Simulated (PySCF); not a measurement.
Computed shifts of a molecule C₄H₆, HF/pcSseg-1 run with PySCF, GIAO, gas phase, equivalent atoms averaged, in ppm (number of nuclei): ¹³C: 147.4 (2), 127.6 (2). ¹H: 6.79 (2), 5.79 (2), 5.68 (2). References: ¹³C against TMS (σ = 192.6 ppm); ¹H against TMS (σ = 31.99 ppm), references at their B3LYP-D3(BJ)/def2-TZVP geometries, non-relativistic. Coordinates come from a B3LYP-D3(BJ)/def2-SVP optimisation. Other conformers were not sampled.

**Question.** Identify the compound among the candidates.
(A) CC#CC
(B) C=C=CC
(C) C1=CCC1
(D) C=CC=C

**Answer.** D, C=CC=C
